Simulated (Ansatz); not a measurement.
Relaxation of BFH$_{3}$N (6 atoms, charge 0, multiplicity 1), to a largest force component of 0.03 eV/Å in at most 50 steps.

Level of theory: RKS PBE-D4/6-31G* in Ansatz.

```xyz
6
Properties=species:S:1:pos:R:3
B 0.421 0.015 0.075
N 0.725 -0.011 1.511
H 0.024 -0.134 2.235
H 1.683 0.072 1.832
H 1.338 0.167 -0.669
F -0.841 -0.109 -0.361
```

Question: Where does it end, and by what steps?

Answer: It converged. After 6 steps the energy has fallen by 0.086 eV; F6 moved furthest, 0.05 Å.

```
step  energy less start (eV)  largest force component (eV/Å)  accepted
   0                  0.0000                           2.446       yes
   1                 -0.0693                           1.077       yes
   2                 -0.0728                           0.501       yes
   3                 -0.0854                           0.084       yes
   4                 -0.0858                           0.059       yes
   5                 -0.0862                           0.034       yes
   6                 -0.0863                           0.002       yes
```

```xyz
6
Properties=species:S:1:pos:R:3
B 0.447 0.020 0.109
N 0.727 -0.016 1.484
H 0.008 -0.136 2.196
H 1.669 0.076 1.852
H 1.328 0.164 -0.702
F -0.828 -0.108 -0.316
```

Time of the run: 14 s on 1 thread of Arm Neoverse N1, on a shared host, peak memory 0.12 GiB.
